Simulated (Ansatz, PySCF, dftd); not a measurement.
Species: C2H6N, charge 0, doublet. C2H6N (SMILES [CH2]NC, doublet).
B3LYP-D3(BJ)/def2-TZVP minimum from Ansatz (a quantum-chemistry and plane-wave program):
```xyz
9

C     -0.1173    -0.1522     1.2661
N      0.0966     0.4837     0.0577
C      0.0134    -0.2820    -1.1694
H      0.0488     0.4281     2.1618
H     -0.8649    -0.9333     1.2779
H      0.8364     1.1693     0.0663
H      0.7893    -1.0556    -1.2447
H      0.0972     0.3862    -2.0263
H     -0.9593    -0.7753    -1.2192
```
Charge 0, spin multiplicity 2.

Quantity: enthalpy of formation at 298 K (by atomisation, with ideal-gas terms from PySCF's Hessian at B3LYP-D3(BJ)/def2-TZVP and the atoms' measured values of the G2/97 table; no spin-orbit terms), in kJ/mol. Radicals and triplets start from unrestricted determinants; spin-orbit coupling is neglected. Cores are frozen in correlated methods. Rows without X2C or -DK are non-relativistic. CBS(X,Y): correlation extrapolated as X^-3, Hartree-Fock from the larger set. A bracket is a step between two methods taken in the basis named. The functionals are non-relativistic, so their misses hold any scalar relativity. 'core' is core correlation in cc-pwCVTZ, 'X2C' scalar relativity in cc-pVTZ-DK, both at CCSD(T). Where a partner has so few electrons that a lower coupled-cluster level is exact, that level stands in.

| level | program | enthalpy of formation at 298 K (kJ/mol) | difference against the last row |
|---|---|---|---|
| HF/aug-cc-pVTZ | Ansatz | 1045.2 | 895.2 |
| B3LYP-D4/def2-TZVPD | Ansatz + dftd4 | 125.4 | -24.6 |
| CCSD(T)/aug-cc-pVDZ | Ansatz | 378.9 | 228.9 |
| CCSD(T)/cc-pVQZ | Ansatz | 193.4 | 43.4 |
| CCSDT(Q)/cc-pVDZ | Ansatz | 415.8 | 265.8 |
| CCSD(T)/CBS(cc-pVTZ,cc-pVQZ) + [CCSDT(Q) - CCSD(T)]/cc-pVDZ + core + X2C | Ansatz | 150.0 | 0.0 |
